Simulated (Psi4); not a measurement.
**quartet CH4FSi at 3 levels**

Wanted: a comparison of 3 runs (U-wB97M-V/aug-cc-pVDZ, U-wB97X/aug-cc-pVDZ, UB2PLYP/aug-cc-pVDZ) of quartet CH4FSi. 

The results are computed with Psi4 1.11.

### 1 The molecule

CH4FSi: 7 atoms, total charge 0, spin state quartet. As SMILES of the parent species, `C[SiH]F`. The coordinates come from a PBE0-D4/def2-TZVP relaxation. That shape belongs to the parent species and isn't relaxed for this state.

Bond lengths: C1–Si2 1.864 Å, Si2–F3 1.609 Å, C1–H4 1.091 Å, C1–H5 1.093 Å, C1–H6 1.094 Å, Si2–H7 1.494 Å. Angles: C1–Si2–F3 108.7°, C1–Si2–H7 111.7°, F3–Si2–H7 106.7°, Si2–C1–H4 111.5°, Si2–C1–H5 109.9°, Si2–C1–H6 110.0°, H4–C1–H5 108.4°, H4–C1–H6 108.5°, H5–C1–H6 108.5°.

### 2 A single-point energy at U-wB97M-V/aug-cc-pVDZ (run 1)

The input, job.py:

```python
import psi4

psi4.set_memory(1600000000)
psi4.set_num_threads(1)
psi4.core.set_output_file('run.log', False)

geom = psi4.geometry("""
0 4
C
Si 1 1.863543
F 2 1.609155 1 108.68326
H 1 1.091379 2 111.46191 3 -63.51859
H 1 1.092938 4 108.40057 2 121.03424
H 1 1.094491 4 108.52153 5 117.63136
H 2 1.494172 3 106.70406 1 120.57271
symmetry c1
no_reorient
no_com
""")

psi4.set_options({
    'basis': 'aug-cc-pVDZ',
    'reference': 'uks',
    'puream': True,
    'e_convergence': 1e-09,
    'd_convergence': 1e-08,
    'scf_type': 'pk',
    'dft_radial_points': 99,
    'dft_spherical_points': 590,
    'maxiter': 200,
})

energy_value, wavefunction = psi4.energy("wb97m-v", return_wfn=True)
print('E =', round(energy_value, 9))
```

Run with:

```sh
$ python job.py
```

run.log:

```text
[...]
  Running in c1 symmetry.
[...]
  Nuclear repulsion =  106.882457199931380
[...]
  Multiplicity = 4
[...]
  Nalpha       = 18
  Nbeta        = 15
[...]
    Number of basis functions: 109
[...]
   @UKS iter   1:  -429.32715439825404   -2.21120e-01   5.28359e-03 DIIS/ADIIS
[...]
   @UKS iter  22:  -429.50560149919306   -6.93490e-12   9.01329e-09 DIIS
[...]
   @S^2 Observed:                3.755774486E+00
[...]
    Orbital Energies [Eh]
    ---------------------
    Alpha Occupied:
       1A    -66.506092     2A    -24.944932     3A    -10.438518
       4A     -5.523365     5A     -3.839950     6A     -3.839307
       7A     -3.836403     8A     -1.347735     9A     -0.904552
      10A     -0.700602    11A     -0.611776    12A     -0.590574
      13A     -0.585436    14A     -0.571171    15A     -0.558689
      16A     -0.507619    17A     -0.317318    18A     -0.136361
    Alpha Virtual:
      19A      0.003592    20A      0.027455    21A      0.030633
      22A      0.041294    23A      0.056009    24A      0.062811
      25A      0.080188    26A      0.099086    27A      0.107389
[...]
  @UKS Final Energy:  -429.50560149919306
   => Energetics <=
    Nuclear Repulsion Energy =            106.8824571999313804
    One-Electron Energy =                -804.8434169842112169
    Two-Electron Energy =                 296.6051539056608135
    DFT Exchange-Correlation Energy =     -28.2848052227420617
    Empirical Dispersion Energy =           0.0000000000000000
    VV10 Nonlocal Energy =                  0.1350096021679947
    Total Energy =                       -429.5056014991930624
[...]
 Multipole Moments:
 ------------------------------------------------------------------------------------
     Multipole            Electronic (a.u.)      Nuclear  (a.u.)        Total (a.u.)
 ------------------------------------------------------------------------------------
 L = 1.  Multiply by 2.5417464519 to convert [e a0] to [Debye]
 Dipole X            :          0.8146664           -1.1161016           -0.3014353
 Dipole Y            :         -3.1758595            3.3195633            0.1437037
 Dipole Z            :          4.0052533           -5.4399221           -1.4346688
 Magnitude           :                                                    1.4730202
[...]
```

Standard output:

```text
E = -429.505601499
```

Wall time 3.4 min (1 thread of Intel Xeon 6975P-C (Granite Rapids), shared host); peak memory 0.78 GiB.

### 3 The energy at U-wB97X/aug-cc-pVDZ (run 2)

The input, job.json:

```json
{
 "schema_name": "qcschema_input",
 "schema_version": 1,
 "molecule": {
  "schema_name": "qcschema_molecule",
  "schema_version": 2,
  "symbols": ["C", "Si", "F", "H", "H", "H", "H"],
  "geometry": [-1.23493602, 0.73604833, -0.56313839, 1.73363475, -1.12268629, -0.19672049, 1.21074753, -3.42569552, 1.71889488, -2.73046528, -0.39268509, -1.42504247, -0.88854922, 2.38275567, -1.76065783, -1.89104893, 1.3951848, 1.28425787, 3.80080615, 0.4270781, 0.94240642],
  "molecular_charge": 0,
  "molecular_multiplicity": 4,
  "fix_symmetry": "c1",
  "fix_com": true,
  "fix_orientation": true
 },
 "driver": "energy",
 "model": {
  "method": "wb97x",
  "basis": "aug-cc-pVDZ"
 },
 "keywords": {
  "reference": "uks",
  "puream": true,
  "e_convergence": 1e-09,
  "d_convergence": 1e-08,
  "scf_type": "pk",
  "dft_radial_points": 99,
  "dft_spherical_points": 590,
  "maxiter": 200,
  "scf_properties": ["MAYER_INDICES", "MULLIKEN_CHARGES", "WIBERG_LOWDIN_INDICES"]
 }
}
```

Run with:

```sh
$ psi4 --qcschema job.json -n 1 --memory 1600MB
```

stdout:

```text
[...]
  Running in c1 symmetry.
[...]
  Nuclear repulsion =  106.882452003914793
[...]
  Multiplicity = 4
[...]
  Nalpha       = 18
  Nbeta        = 15
[...]
    Number of basis functions: 109
[...]
   @UKS iter   1:  -429.36548141466409   -2.52539e-01   5.18744e-03 DIIS/ADIIS
[...]
   @UKS iter  22:  -429.53637940251156   -1.46088e-11   7.65104e-09 DIIS
[...]
   @S^2 Observed:                3.756896213E+00
[...]
  @UKS Final Energy:  -429.53637940251156
   => Energetics <=
    Nuclear Repulsion Energy =            106.8824520039147927
    One-Electron Energy =                -805.1720498259639953
    Two-Electron Energy =                 296.7023018264159759
    DFT Exchange-Correlation Energy =     -27.9490834068782732
    Empirical Dispersion Energy =           0.0000000000000000
    VV10 Nonlocal Energy =                  0.0000000000000000
    Total Energy =                       -429.5363794025115567
[...]
 Multipole Moments:
 ------------------------------------------------------------------------------------
     Multipole            Electronic (a.u.)      Nuclear  (a.u.)        Total (a.u.)
 ------------------------------------------------------------------------------------
 L = 1.  Multiply by 2.5417464519 to convert [e a0] to [Debye]
 Dipole X            :        -27.1043682           26.0487409           -1.0556273
 Dipole Y            :         39.3979351          -38.3202443            1.0776909
 Dipole Z            :         -8.3749409            8.3781007            0.0031598
 Magnitude           :                                                    1.5085677
[...]
  Mulliken Charges: (a.u.)
   Center  Symbol    Alpha    Beta     Spin     Total
       1     C     2.91178  2.39894  0.51284  0.68928
       2    SI     8.03959  6.05187  1.98772 -0.09145
       3     F     4.73643  4.70407  0.03237 -0.44050
       4     H     0.58639  0.57469  0.01171 -0.16108
       5     H     0.58664  0.61817 -0.03153 -0.20482
       6     H     0.59666  0.58993  0.00673 -0.18659
       7     H     0.54250  0.06234  0.48016  0.39516
   Total alpha = 18.00000, Total beta = 15.00000, Total charge = -0.00000
  Mayer Bond Indices:
[...]
```

The result, in JSON:

```text
{
 "driver": "energy",
 "model": {
  "method": "wb97x",
  "basis": "aug-cc-pVDZ"
 },
 "success": true,
 "return_result": -429.53637940251156,
 "properties": {
  "calcinfo_nbasis": 109,
  "calcinfo_nmo": 109,
  "calcinfo_nalpha": 18,
  "calcinfo_nbeta": 15,
  "calcinfo_natom": 7,
  "nuclear_repulsion_energy": 106.88245200391479,
  "return_energy": -429.53637940251156,
  "scf_one_electron_energy": -805.172049825964,
  "scf_two_electron_energy": 296.702301826416,
  "scf_xc_energy": -27.949083406878273,
  "scf_dipole_moment": [-1.05562728446926, 1.0776908614505203, 0.003159843144159069],
  "scf_total_energy": -429.53637940251156,
  "scf_iterations": 22
 }
}
```

Run time: 52 s. Hardware: 1 thread of Intel Xeon 6975P-C (Granite Rapids), shared host; peak memory 0.77 GiB.

### 4 A single-point energy at UB2PLYP/aug-cc-pVDZ (density fitting for correlation) (run 3)

The input, ch4fsi_ase.py:

```python
import numpy as np
from ase.calculators.psi4 import Psi4
from ase import Atoms

atoms = Atoms(['C', 'Si', 'F', 'H', 'H', 'H', 'H'], positions=[
    [-0.653500, 0.389500, -0.298000],
    [0.917400, -0.594100, -0.104100],
    [0.640700, -1.812800, 0.909600],
    [-1.444900, -0.207800, -0.754100],
    [-0.470200, 1.260900, -0.931700],
    [-1.000700, 0.738300, 0.679600],
    [2.011300, 0.226000, 0.498700],
])
calc = Psi4(atoms=atoms, method='b2plyp', basis='aug-cc-pVDZ', memory='1600MB', num_threads=1, charge=0, multiplicity=4, label='psi4-calc', reference='uks')
calc.psi4.set_options({'puream': True, 'e_convergence': 1e-09, 'd_convergence': 1e-08, 'scf_type': 'pk', 'dft_radial_points': 99, 'dft_spherical_points': 590, 'num_frozen_docc': 7, 'maxiter': 200})
atoms.calc = calc

print(f'energy: {atoms.get_potential_energy():.6f} eV')
```

Run with:

```sh
$ python ch4fsi_ase.py
```

psi4-calc.dat:

```text
[...]
  Running in c1 symmetry.
[...]
  Nuclear repulsion =  106.882451970993884
[...]
  Multiplicity = 4
[...]
  Nalpha       = 18
  Nbeta        = 15
[...]
    Number of basis functions: 109
[...]
   @UKS iter   1:  -428.99362698127590   -1.98198e-01   5.64856e-03 ADIIS/DIIS
[...]
   @UKS iter  21:  -429.19762476946130   -1.50635e-11   6.54723e-09 DIIS
[...]
   @S^2 Observed:                3.761759066E+00
[...]
    Orbital Energies [Eh]
    ---------------------
    Alpha Occupied:
       1A    -67.339607     2A    -25.386730     3A    -10.712948
       4A     -5.720749     5A     -3.976599     6A     -3.976101
       7A     -3.972820     8A     -1.378731     9A     -0.905699
      10A     -0.681782    11A     -0.589135    12A     -0.565739
      13A     -0.560003    14A     -0.545309    15A     -0.533200
      16A     -0.490742    17A     -0.294162    18A     -0.097251
    Alpha Virtual:
      19A     -0.005268    20A      0.020292    21A      0.026665
      22A      0.038076    23A      0.046359    24A      0.059356
      25A      0.067751    26A      0.086740    27A      0.093540
[...]
  @UKS Final Energy:  -429.19762476946130
   => Energetics <=
    Nuclear Repulsion Energy =            106.8824519709938841
    One-Electron Energy =                -804.8963553490241338
    Two-Electron Energy =                 287.0726959273295620
    DFT Exchange-Correlation Energy =     -18.2564173187605832
    Empirical Dispersion Energy =           0.0000000000000000
    VV10 Nonlocal Energy =                  0.0000000000000000
    Total Energy =                       -429.1976247694612994
[...]
 Multipole Moments:
 ------------------------------------------------------------------------------------
     Multipole            Electronic (a.u.)      Nuclear  (a.u.)        Total (a.u.)
 ------------------------------------------------------------------------------------
 L = 1.  Multiply by 2.5417464519 to convert [e a0] to [Debye]
 Dipole X            :          1.6305265           -2.7379416           -1.1074151
 Dipole Y            :         -4.5417400            5.5794419            1.0377019
 Dipole Z            :          1.8243237           -1.7976210            0.0267028
 Magnitude           :                                                    1.5178625
[...]
```

On the terminal:

```text
energy: -11683.122895 eV
```

Wall time 42 s (1 thread of Intel Xeon 6975P-C (Granite Rapids), shared host); peak memory 0.68 GiB.

### 5 All runs side by side

```
run                                                  level                 properties  frozen core orbitals  energy (Eh)  dipole moment (D)  HOMO energy (eV)   ⟨S²⟩  wall time
  1                                  U-wB97M-V/aug-cc-pVDZ                          –                     0  -429.505601               3.74             -3.71  3.756    3.4 min
  2                                    U-wB97X/aug-cc-pVDZ  (mayer, mulliken, wiberg)                     0  -429.536379               3.83             -3.79  3.757       52 s
  3  UB2PLYP/aug-cc-pVDZ (density fitting for correlation)                          –                     7  -429.346851                  –             -2.65  3.762       42 s
```

### 6 Outcome

```
                                                       quantity          value
                                            run 3: total energy  -429.34685 Eh
run 3: HOMO energy (SCF part's orbitals) (highest over α and β)       -2.65 eV
                                                    run 3: ⟨S²⟩          3.762
```

What this shows: Totals of different functionals can't be ranked against each other. All runs together took 5 min, the longest 3.4 min.
